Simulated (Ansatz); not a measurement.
Z-matrix (Å, degrees):
```
C
F 1 1.414
O 1 1.369 2 108.2
N 1 1.398 2 112.5 3 119.5
H 1 1.098 2 103.9 3 -120.0
C 3 1.413 1 113.8 2 -64.1
H 4 1.012 1 110.9 2 -66.9
H 4 1.010 1 111.5 2 56.4
S 6 1.788 3 110.8 1 -173.6
H 6 1.091 3 110.7 1 63.7
H 6 1.097 3 110.3 1 -56.8
H 9 1.342 6 96.5 3 -75.7
```

Total charge 0; spin multiplicity 1.

Question: List the r2SCAN/def2-TZVPP orbital energies in eV (Ansatz). (Estimate.)

Answer: Computed: Occupied: -2409.29, -665.74, -516.66, -385.48, -277.24, -275.52, -213.71, -157.81, -157.71, -157.55, -31.49, -28.28, -23.93, -20.58, -17.49, -16.44, -14.38, -13.60, -13.12, -12.42, -11.81, -10.78, -10.05, -9.32, -9.04, -8.34, -7.44, -6.80, -6.31. Lowest empty: -0.17, 0.95, 1.24, 1.60, 2.42, 2.58, 2.75, 3.37.
